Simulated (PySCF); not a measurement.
Molecule: `C([C@@H](C#C)C)F`, C5H7F.

Geometry (Å), atoms numbered from 1 in this order:
```xyz
13

C     2.4365   -0.5367    0.4818
C     1.3146   -0.3603    0.0612
C    -0.0464   -0.1327   -0.4178
C    -1.0773   -0.9606    0.3497
C    -0.3665    1.3586   -0.3560
F    -1.6126    1.5853   -0.8822
H     3.4335   -0.6992    0.8480
H    -0.0839   -0.4220   -1.4840
H    -0.8822   -2.0358    0.2351
H    -1.0463   -0.7193    1.4231
H    -2.0847   -0.7404   -0.0297
H    -0.3527    1.7081    0.6909
H     0.3748    1.9374   -0.9309
```

Spin–spin couplings on one PBE0-D3(BJ)/def2-SVP geometry, PySCF 2.14, gas phase, non-relativistic, equivalent pairs averaged (spin–dipole term only in couplings to heteroatoms); isotopes 13C, 1H, 19F; functional B3LYP.

Task: How do the couplings (Hz) change with the basis set? Times are CPU seconds on 1 thread of an Arm Neoverse V1, shared host. Far from the basis limit: 6-31G*, pcJ-0, def2-TZVP, cc-pVTZ.

Result: 
| basis set | functions | 1J(C1,H7) | 1J(C5,F6) | 1J(C1,C2) | 1J(C5,H13) | 1J(C3,H8) | 1J(C5,H12) | 1J(C4,H9) | core-s |
| --- | --- | --- | --- | --- | --- | --- | --- | --- | --- |
| 6-31G* | 98 | 238.3 | -200.2 | 183.5 | 162.7 | 161.1 | 161.0 | 144.9 | 11 |
| pcJ-0 | 99 | 262.4 | -336.0 | 169.9 | 134.5 | 118.5 | 132.5 | 117.6 | 10 |
| def2-TZVP | 228 | 258.5 | -275.6 | 191.9 | 151.9 | 128.8 | 149.0 | 128.7 | 37 |
| cc-pVTZ | 278 | 256.5 | -242.2 | 298.2 | 142.6 | 116.6 | 138.6 | 121.4 | 51 |

The Fermi-contact term samples the wavefunction at the nucleus, which is why sets with added tight s functions (names with J) are made for couplings.
